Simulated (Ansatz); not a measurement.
## AlGa$_{2}$H⁺ (H-bridged), quartet in cc-pVDZ: errors against UCCSDT(Q)

Geometry: that of the AlGa2H (H-bridged), triplet, kept fixed.

```xyz
4

Ga   -0.0044    0.3364    1.5090
Al   -0.0226   -1.7250    0.0000
Ga   -0.0044    0.3364   -1.5090
H     1.2155   -0.3558    0.0000
```

Basis cc-pVDZ; Ansatz 0.2.0. Correlated methods freeze the noble-gas cores and the filled d shells of p-block atoms, which leaves 9 electrons in 44 orbitals. R marks a restricted (for open shells ROHF) determinant, U an unrestricted one. No spin–orbit coupling is included, and no scalar relativity.

Full CI isn't at hand for all of this; UCCSDT(Q) serves as the reference, and is uncertain by about the last step of the cluster series. The frozen core follows each run's orbitals, which can shift R against U totals by a few meV for light atoms and by up to 0.1 eV past Ca.

```
UHF ⟨S²⟩                          : 3.836
T1 diagnostic (RCCSD)             : 0.0448
largest doubles amplitude (RCCSD) : 0.052
T1 diagnostic (UCCSD)             : 0.0473
```

```csv
level,E − E(RHF) (eV)
UHF,-0.3345
UMP2,-3.4231
UCCSD,-4.4227
UCCSD(T),-4.5968
```

Task: Estimate how far UCCSDT(Q) in cc-pVDZ lies from UCCSD(T). The table doesn't fix it; the size of (T) and the diagnostics are the guide.

Result: UCCSDT(Q) in cc-pVDZ lies 2.20 mEh below UCCSD(T), which is 34 % of the (T) step (-6.40 mEh). T1 is raised, and the rest is a large part of (T). The miss exceeds 1 kcal/mol.

The other levels:

```
 level  E − E(UCCSDT(Q)) (mEh)  share of correlation (%)  wall time
UCCSDT                    0.45                     99.73          –
```

The correlation energy at UCCSDT(Q), counted from RHF, is -4.657 eV. That run took 67 s on 1 thread of Arm Neoverse V2, shared host.

Run but not shown, since their state or frozen core can't be matched to the reference's or they repeat it: RHF, RMP2, RCCSD, RCCSD(T), BCCD(T), RCCSDT, RCCSDT(Q).

Times hold each run's SCF and search for its determinant on a shared host, so for small cases they say little of a method's own cost; they ran on 1 thread of Arm Neoverse V2.
